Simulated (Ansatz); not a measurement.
Computed with DFT, PBEsol, plane waves (420 eV) with PAW, scalar-relativistic in Ansatz 0.2.0. (PAW data from PBE, frozen cores regenerated.)

An element in the fcc structure gives this curve. The cell is scaled uniformly from the relaxed one, with fractional coordinates and shape fixed. Energies are extrapolated to zero smearing, pressures are those at the given smearing. Magnetic state: non-magnetic.

```json
{"V (Å³/atom)": "11.885", "E − E₀ (meV/atom)": "230.8", "P (GPa)": "52.12"}
{"V (Å³/atom)": "12.425", "E − E₀ (meV/atom)": "93.5", "P (GPa)": "30.40"}
{"V (Å³/atom)": "12.965", "E − E₀ (meV/atom)": "21.2", "P (GPa)": "13.35"}
{"V (Å³/atom)": "13.505", "E − E₀ (meV/atom)": "0.0", "P (GPa)": "-0.02"}
{"V (Å³/atom)": "14.046", "E − E₀ (meV/atom)": "18.7", "P (GPa)": "-10.48"}
{"V (Å³/atom)": "14.586", "E − E₀ (meV/atom)": "68.8", "P (GPa)": "-18.64"}
{"V (Å³/atom)": "15.126", "E − E₀ (meV/atom)": "143.2", "P (GPa)": "-24.97"}
```

**Question.** Which element is it?
A. phosphorus
B. zinc
C. rhodium
D. iridium

**Answer.** C. Its fit is V₀ = 13.50 Å³/atom, B₀ = 295 GPa, B₀′ = 5.1.
